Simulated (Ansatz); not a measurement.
Ansatz (a quantum-chemistry and plane-wave program) input:

Ansatz 0.2 input:
```yaml
crystal:
  periodic: [false, false, false]
  atoms:
    - {symbol: H, position_ang: [-0.00000000, -0.00000000, -0.37201156]}
    - {symbol: H, position_ang: [0.00000000, 0.00000000, 0.37201156]}
basis:
  gaussian:
    orbitals: def2-TZVP
hamiltonian:
  xc: {name: HF}
relax: {f_tol: 0.003, max_steps: 100}
```

Question: Which total energy does the run end on?

Answer: -1.13256 Eh (HF/def2-TZVP). The basis has 12 functions.
